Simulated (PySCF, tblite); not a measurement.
# C3H7O2S radical: geometry, infrared bands and EPR parameters

What infrared bands and EPR parameters should C3H7O2S radical (`[CH2]CS(C)(=O)=O`) show?

Programs: tblite 0.8.0 and PySCF 2.14.0, with density-fitted response routines of our own. Each step states its level of theory. These are calculated values for one molecule in the gas phase, unless marked as measured. Atoms are numbered from 0 throughout.

## Step 1: The starting structure

13 atoms, charge 0, multiplicity 2; geometry from: force field or distance geometry start.

Bonds of the start (Å): C0–C1 1.51, C1–S2 1.80, S2–C3 1.75, S2–O4 1.50, S2–O5 1.49, C0–H6 1.12, C0–H7 1.10, C1–H8 1.11, C1–H9 1.10, C3–H10 1.11, C3–H11 1.11, C3–H12 1.12.

## Step 2: Relaxing the molecule with GFN2-xTB

Job settings and geometry (Å):

```
{"job": {"kind": "relax", "xc": "GFN2-xTB", "basis": "xTB"}, "charge": 0, "multiplicity": 2}
C     -1.432500     0.416400     0.926300
C     -1.032800     0.203500    -0.518400
S      0.483800    -0.764700    -0.546400
C      1.673500     0.188700     0.311800
O      0.924700    -0.895800    -1.978500
O      0.168900    -2.093000     0.057400
H     -2.102300     1.314400     0.936400
H     -1.909600    -0.450100     1.405800
H     -0.771300     1.190200    -0.949400
H     -1.794400    -0.318200    -1.119400
H      2.456100     0.463000    -0.427400
H      1.203700     1.111500     0.709000
H      2.127600    -0.365500     1.175300
```

Launch:

```bash
OMP_NUM_THREADS=1 python probes_run.py task.json out
```

One launch serves the whole session: the jobs run in the order shown.

Standard output:

```text
step      E/eV     max force
  0    -577.65428    5.297
  1    -578.10707    1.696
  2    -578.18797    1.149
  3    -578.26051    0.734
  4    -578.30394    0.606
  5    -578.35201    0.727
  6    -578.37313    0.561
  7    -578.38959    0.439
  8    -578.40828    0.432
  9    -578.42047    0.319
 10    -578.42838    0.230
 11    -578.43471    0.268
 12    -578.44297    0.287
 13    -578.45425    0.390
 14    -578.46597    0.299
 15    -578.47493    0.251
 16    -578.48404    0.376
 17    -578.49351    0.393
 18    -578.50682    0.269
 19    -578.51440    0.271
 20    -578.52230    0.236
 21    -578.52880    0.315
 22    -578.53723    0.275
 23    -578.54250    0.374
 24    -578.54829    0.206
 25    -578.55095    0.162
 26    -578.55439    0.217
 27    -578.55821    0.164
 28    -578.56110    0.127
 29    -578.56327    0.115
 30    -578.56532    0.192
 31    -578.56813    0.220
 32    -578.57207    0.181
 33    -578.57650    0.161
 34    -578.58013    0.136
 35    -578.58257    0.150
 36    -578.58417    0.138
 37    -578.58496    0.123
 38    -578.58565    0.062
 39    -578.58613    0.050
 40    -578.58683    0.051
 41    -578.58713    0.059
 42    -578.58755    0.040
 43    -578.58780    0.046
 44    -578.58797    0.035
 45    -578.58804    0.021
 46    -578.58809    0.017
 47    -578.58813    0.016
 48    -578.58817    0.023
 49    -578.58820    0.018
 50    -578.58823    0.009
```

Run time: 0.24 s. Hardware: 1 thread of Arm Neoverse V1, shared host.

Relaxation path: (not every step is listed)

```
step  energy from step 0 (eV)  largest force (eV/Å)
   0                   0.0000                5.2967
   1                  -0.4528                1.6961
   2                  -0.5337                1.1495
   3                  -0.6062                0.7336
   4                  -0.6497                0.6057
   5                  -0.6977                0.7266
   6                  -0.7188                0.5613
   7                  -0.7353                0.4391
   8                  -0.7540                0.4321
  11                  -0.7804                0.2680
  14                  -0.8117                0.2988
  17                  -0.8392                0.3926
  20                  -0.8680                0.2358
  23                  -0.8882                0.3736
  26                  -0.9001                0.2174
  29                  -0.9090                0.1145
  32                  -0.9178                0.1811
  35                  -0.9283                0.1502
  38                  -0.9314                0.0618
  41                  -0.9329                0.0588
  44                  -0.9337                0.0355
  45                  -0.9338                0.0211
  46                  -0.9338                0.0166
  47                  -0.9339                0.0159
  48                  -0.9339                0.0226
  49                  -0.9339                0.0184
  50                  -0.9339                0.0088
```

Close pairs (by a distance rule), those that changed most:

```
  bond  before (Å)  after (Å)  change (Å)
 C1–S2       1.800      1.956      +0.156
 C0–C1       1.514      1.410      -0.104
 S2–C3       1.750      1.841      +0.091
 S2–O4       1.504      1.441      -0.063
 S2–O5       1.493      1.437      -0.055
 C0–H6       1.120      1.074      -0.046
C3–H12       1.122      1.081      -0.041
C3–H10       1.111      1.081      -0.030
```

The end geometry stands in the next job.

## Step 3: Vibrational analysis with GFN2-xTB

Job settings and geometry (Å):

```
{"job": {"kind": "ir", "xc": "GFN2-xTB", "basis": "xTB"}, "charge": 0, "multiplicity": 2}
C     -1.658642     0.419610     0.744562
C     -1.197984     0.204482    -0.570257
S      0.484265    -0.792733    -0.585297
C      1.676641     0.245817     0.356606
O      0.937955    -0.868348    -1.950813
O      0.308347    -2.025758     0.132256
H     -1.323136     1.260878     1.322569
H     -2.214995    -0.340332     1.257793
H     -0.886426     1.082151    -1.127384
H     -1.795099    -0.472537    -1.173096
H      2.435037     0.577266    -0.339045
H      1.133770     1.081821     0.775545
H      2.095878    -0.371831     1.138833
```

Standard output:

```text
mode    cm-1     km/mol
  1    -120.9      0.10
  2      63.5      3.17
  3     147.8      3.23
  4     195.4      2.01
  5     264.4      7.01
  6     294.3      4.55
  7     336.2     11.58
  8     377.2     16.83
  9     431.6     43.01
 10     495.7    107.02
 11     656.4    137.54
 12     677.0     66.38
 13     780.7     45.36
 14     831.1     45.67
 15     831.7     21.45
 16     955.9      2.77
 17    1035.2      2.63
 18    1111.0    336.33
 19    1178.3      3.21
 20    1215.1     14.39
 21    1237.0     33.54
 22    1243.3    441.90
 23    1396.0      2.90
 24    1417.2      8.60
 25    1424.0     11.21
 26    1454.5      1.88
 27    3014.8      6.53
 28    3033.0      7.30
 29    3072.2      3.19
 30    3095.4      2.27
 31    3103.0      0.28
 32    3128.2     12.61
 33    3173.4     15.26
```

Run time: 0.3 s. Hardware: 1 thread of Arm Neoverse V1, shared host.

The strongest bands and the atoms that carry them (share of the mass-weighted mode):

| cm⁻¹ | km/mol | atoms |
| --- | --- | --- |
| 432 | 43.0 | C3 22 %, O5 19 %, O4 18 %, C1 16 % |
| 496 | 107.0 | S2 34 %, O4 25 %, O5 24 % |
| 656 | 137.5 | H6 29 %, H7 24 %, C0 20 %, C3 12 % |
| 677 | 66.4 | C3 29 %, S2 26 %, H7 10 % |
| 781 | 45.4 | H9 26 %, H8 24 %, H7 16 %, H6 16 % |
| 831 | 45.7 | H11 36 %, H10 33 %, C3 16 % |
| 1111 | 336.3 | O4 38 %, O5 34 %, S2 24 % |
| 1243 | 441.9 | S2 43 %, O5 29 %, O4 23 % |

## Step 4: g tensor and hyperfine couplings: B3LYP/pcH-1

The job, as its differences from that of step 3:

```diff
@@ -1,2 +1,2 @@
-{"job": {"kind": "ir", "xc": "GFN2-xTB", "basis": "xTB"}, "charge": 0, "multiplicity": 2}
+{"job": {"kind": "epr", "basis": "pcH-1"}, "charge": 0, "multiplicity": 2}
 C     -1.658642     0.419610     0.744562
```

Level: UKS B3LYP, pcH-1 on C H O S, non-relativistic, mean-field spin-orbit, GIAO.

Standard output:

```text
UKS, coarse grid
  cycle   1  E = -666.78368954  |g| = 8.89e-01
  cycle   2  E = -665.83386041  |g| = 1.82e+00
  cycle   3  E = -667.04081682  |g| = 1.93e-01
  cycle   4  E = -667.05657223  |g| = 8.73e-02
  cycle   5  E = -667.06009554  |g| = 2.43e-02
  cycle   6  E = -667.06031318  |g| = 1.11e-02
  cycle   7  E = -667.06035522  |g| = 4.49e-03
  cycle   8  E = -667.06036399  |g| = 1.20e-03
  cycle   9  E = -667.06036514  |g| = 6.07e-04
UKS, final grid
  cycle   1  E = -667.06023137  |g| = 8.77e-04
  cycle   2  E = -667.06023088  |g| = 1.41e-03
  cycle   3  E = -667.06023170  |g| = 1.92e-04
  cycle   4  E = -667.06023171  |g| = 3.24e-05
  cycle   5  E = -667.06023171  |g| = 2.44e-05
E = -667.06023171 Eh   <S^2> = 0.7569 (exact 0.7500)
g shifts (ppm)      1          2          3
  rmc          -183       -183       -183
  gc              4         21         23
  oz_so        -191        446       2395
  total        -369        284       2235
hyperfine (MHz)  atom isotope    a_iso     a_fc   dipolar eigenvalues
    0   13C      81.35      81.45    -72.08    -70.72    142.81
    1   13C     -39.23     -39.24     -9.58      1.94      7.65
    2   33S     111.19     111.43    -13.44    -13.02     26.46
    3   13C      11.12      11.13     -3.77     -2.58      6.35
    4   17O      -3.31      -3.22    -24.99     12.21     12.78
    5   17O      -0.82      -0.77    -12.64      5.78      6.86
    6    1H     -55.69     -55.70    -34.31     -0.37     34.68
    7    1H     -55.76     -55.76    -34.21     -0.48     34.69
    8    1H      39.07      39.07     -4.50     -2.47      6.97
    9    1H      38.25      38.24     -4.50     -2.65      7.15
   10    1H      -2.57      -2.57     -2.49     -0.90      3.39
   11    1H      -2.98      -2.99     -4.26     -1.08      5.34
   12    1H       1.50       1.50     -1.94     -0.89      2.82
```

It took 55 s on 1 thread of Arm Neoverse V1, shared host; peak memory 0.9 GiB.

Principal g values 2.00195, 2.00260, 2.00455; g(iso) = 2.00304, against 2.00232 for a free electron.

Hyperfine couplings; where a row names several nuclei, a(iso) is their mean (it holds for fast rotation or exchange) and the dipolar term the largest among them:

```
       nuclei  isotope  a(iso) (MHz)  a(iso) (G, at g = 2.0023)  largest dipolar term (MHz)
           S2      33S         111.2                       39.7                        26.5
           C0      13C          81.4                       29.0                       142.8
       H6, H7       1H         -55.7                      -19.9                        34.7
           C1      13C         -39.2                      -14.0                        -9.6
       H8, H9       1H          38.7                       13.8                         7.1
           C3      13C          11.1                        4.0                         6.4
       O4, O5      17O          -2.1                       -0.7                       -25.0
H10, H11, H12       1H          -1.4                       -0.5                         5.3
```

Mulliken spin populations:

C0 0.95; C1 -0.13; S2 0.09; C3 0.04; O4 0.07; O5 0.03; H6 -0.04; H7 -0.04; H8 0.02; H9 0.02; H10 0.00; H11 0.00; H12 0.00

In first order the couplings over 0.8 MHz of 1H give 36 distinct lines over 68.8 G, if the averaged nuclei exchange fast.

The fields below are evaluated on a grid from the run's orbitals.

ELF in a plane through or near 6 of the atoms.

Ten even steps from '0' (0.00) to '9' (1.00):
```
0000000000000000000000000000
0000000000000000000000000000
0000000000000000000000000000
0000000000000000011000000000
0000000000121001588620000000
0000000015898004999971000000
0000000127999305999983210000
0000012447999303799875421000
0000278963375002453677642000
0000489995563114688876531000
0000389875676566236642210000
0000022101443786224530000000
0000000125675544699982000000
0000001578667310599994000000
0000001578458510189993000000
0000000357888520013310000000
0000000024555210000000000000
0000000000111000000000000000
0000000000000000000000000000
0000000000000000000000000000
```
The map spans 10.0 Å across and 9.2 Å up, centred on the molecule. Atoms in the plane (x, y in Å): C1 (1.2, -0.5), C3 (-1.6, 0.6), O4 (-1.1, -2.0), H6 (1.5, 1.6), H9 (1.7, -1.4), H11 (-1.0, 1.3).

On the surface of density 0.002 e/bohr³ the electrostatic potential runs, from the 1st to the 99th percentile, from -1.73 V near O4 to 1.62 V near H11.

The spin density lies nearest to C0 54 %; S2 9 %; H6, H7 about 8 % each.

## Step 5: Summary of results

```
                                 quantity                  value
strongest single infrared mode (GFN2-xTB)  1243 cm⁻¹, 442 km/mol
             zero-point energy (GFN2-xTB)          59.6 kcal/mol
                           g(iso) (B3LYP)                2.00304
                                     ⟨S²⟩     0.757 (exact 0.75)
       largest a(iso) (averaged by class)   33S on S2, 111.2 MHz
    surface potential, 1st and 99th percentile     -1.73 V and 1.62 V
```

In words: Over 50 steps the energy fell by 0.934 eV; of the close pairs, C1–S2 changed most, 1.800 to 1.956 Å. The lowest mode is imaginary (121i cm⁻¹), so the xTB geometry is not a minimum. The strongest single mode, at 1243 cm⁻¹, is spread over several atoms, S2, O5, O4 among them. Unscaled tight-binding wavenumbers are off by several per cent, some by more. Its intensities can rank the bands wrongly. C0 carries the largest spin population, 0.95 e. The isotropic g lies 0.7 ppt above the free-electron value.
